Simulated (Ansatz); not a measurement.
**Several solutions for doublet O2(+)**

```yaml
atoms:
  - { symbol: O, position_ang: [0.0000, 0.0000, 0.0000] }
  - { symbol: O, position_ang: [0.0000, 0.0000, 2.6880] }
```

Basis set: 6-31G (spherical functions). Charge 1, multiplicity 2.

PBE0 (unrestricted) was run from several starts with Ansatz (development build ahead of 0.2.0).

```csv
run,program,start,converged,energy (hartree),<S²>
A,Ansatz,stability test followed,yes,-149.45658,2.75
B,Ansatz,search for the lowest state,yes,-149.50909,2.75
C,Ansatz,"atomic start, no search",yes,-149.45658,2.75
```

Problem. Which runs reached the lowest solution of this kind, and what is wrong with the others?

Solution. B reached the lowest solution found. Converged but too high: A by 1.43 eV, C by 1.43 eV. Convergence only shows a stationary point, and even a stable one can lie too high; stability tests and further starts are what find lower ones. Caution: charge can spread falsely over distant fragments. Caution: the unrestricted determinant is a mixture of spin states.
